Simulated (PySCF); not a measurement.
Work out the structure from these simulated measurements.

Formula: C6H6N2.

| Property | Result |
| --- | --- |
| Triplet | lowest triplet excitation (Tamm–Dancoff): 3.65 eV [TDA PBE0/def2-SVPD] |
| NMR, other nuclei | isotropic shieldings of nuclei other than C and H, by class: -59 (1 N), -36 (1 N) ppm [GIAO PBE0/pcSseg-1] |
| 1H NMR | chemical shifts (computed TMS as zero) by class: 5.43 (1 H), 3.42 (2 H), 2.25 (3 H) ppm [GIAO PBE0/pcSseg-1] |
| Polarisability | 78.8 au [PBE0/def2-SVPD] |
| Dipole | 5.01 D [PBE0/def2-SVPD] |
| 13C NMR | chemical shifts (computed TMS as zero) by class: 164.6 (1 C), 120.6 (1 C), 120.2 (1 C), 106.2 (1 C), 25.4 (1 C), 25.3 (1 C) ppm [GIAO PBE0/pcSseg-1] |
| UV, first state | lowest singlet excitation: 6.09 eV (204 nm, f = 0.438) [TDDFT PBE0/def2-SVPD] |
| Rotational structure | rotational constants A, B, C: 3.087, 1.437, 1.073 GHz [GFN2-xTB] |

Electronic properties: PySCF, gas phase, density fitting. Levels stand in brackets. Isolated species at its GFN2-xTB geometry (one conformer only). NMR values are class means; diastereotopic atoms form classes of their own.

Problem. Propose a structure and show how it fits.

Solution. Numbering: `[CH3:1]/[C:2](=[CH:3]/[C:4]#[N:5])[CH2:6][C:7]#[N:8]`. Its formula, C6H6N2, gives 5 degrees of unsaturation: 0 rings and 5 π bonds in the structure found. 6 carbons fall into 6 classes; from least to most shielded: fully substituted alkene carbon [C2] (164.6 ppm), nitrile carbon [C4] (120.6 ppm), nitrile carbon [C7] (120.2 ppm), alkene CH carbon [C3] (106.2 ppm), sp3 carbon next to a nitrile [C6] (25.4 ppm), allylic carbon [C1] (25.3 ppm). Hydrogen classes from least to most shielded: 1 H on an alkene CH carbon, C3 (5.43 ppm), 2 H on an sp3 carbon next to a nitrile, C6 (3.42 ppm, a mean of values up to 1.2 ppm apart in this geometry), 3 H on an allylic carbon, C1 (2.25 ppm, a mean of values up to 0.8 ppm apart in this geometry). The other shieldings belong to: -59 ppm, nitrile nitrogen [N5]; -36 ppm, nitrile nitrogen [N8]. S1 is mainly HOMO→LUMO (weight 0.92); the largest Löwdin shares of the orbital it empties are 0.25 on the alkene CH carbon, 0.24 on the fully substituted alkene carbon, 0.21 on a nitrile nitrogen and 0.13 on a nitrile carbon, of the orbital it fills 0.30 on the fully substituted alkene carbon, 0.21 on the alkene CH carbon, 0.14 on a nitrile nitrogen and 0.12 on a nitrile carbon. The optimised geometry has point group C1 and is an asymmetric top. Structure: `C(=C(/CC#N)C)/C#N`. Computed isomers that give other values at the same levels: `c1cc2[nH]ccc2[nH]1` (rotational constant A: 5.287 GHz; this holds for the one conformer computed); `N#CC/C=C/CC#N` (13C chemical shifts (computed TMS as zero) by class: 134.8 (2 C), 120.6 (2 C), 23.0 (2 C) ppm); `CC/C(C#N)=C/C#N` (rotational constant A: 3.432 GHz; this holds for the one conformer computed). The assignments are read from this structure; whether some other isomer fits the data as well wasn't checked.

Shape of the structure used: `[CH3:1]/[C:2](=[CH:3]/[C:4]#[N:5])[CH2:6][C:7]#[N:8]`: C1–C2–C6–C7 -65°.
